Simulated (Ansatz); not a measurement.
**Worked example: correlation energy of O–CH$_{2}$, quintet**

Geometry: that of the O–CH2, triplet, kept fixed. The triplet lies 10.9 eV lower here.

```xyz
4

O     0.0000    0.0000    0.6438
C     0.0000    0.0000   -0.6606
H     0.0000   -0.9567   -1.1734
H     0.0000    0.9567   -1.1734
```

Basis cc-pVDZ; Ansatz 0.2.0. Only valence electrons are correlated (noble-gas cores frozen), which leaves 12 electrons in 36 orbitals. Prefix R: restricted or restricted open-shell reference; prefix U: unrestricted.

Full CI isn't at hand for all of this; UCCSDT(Q) serves as the reference, and is uncertain by the last step of the cluster series or more.

UCCSD has a T1 diagnostic of 0.040 and a largest doubles amplitude of 0.08.

Runs differ by some tens of microhartree through their thresholds and, for an open shell, their frozen cores, so steps under 0.03 kcal/mol mean nothing.

| level | total energy (hartree) |
| --- | --- |
| UHF | -113.419902 |
| UMP2 | -113.653694 |
| UCCSD | -113.692216 |
| UCCSD(T) | -113.699806 |
| UCCSDT | -113.701045 |
| UCCSDT(Q) | -113.701662 |

Task: What is the correlation energy at UCCSDT(Q), and what share of it do UMP2 and UCCSDT recover?

Result: E(corr) = -113.701662 − (-113.419902) = -0.281760 hartree = -7.667 eV. UMP2: -0.233792 / -0.281760 = 82.98 %. UCCSDT: -0.281143 / -0.281760 = 99.78 %.

Task: By how many kcal/mol does UCCSD(T) miss UCCSDT(Q) (1 hartree = 627.509 kcal/mol), and which steps make up the rest?

Result: -113.699806 − (-113.701662) = 0.001856 hartree = 1.16 kcal/mol. Steps: UCCSDT − UCCSD(T) = -0.78, UCCSDT(Q) − UCCSDT = -0.39 kcal/mol. Differences between like states or geometries often cancel part of this.
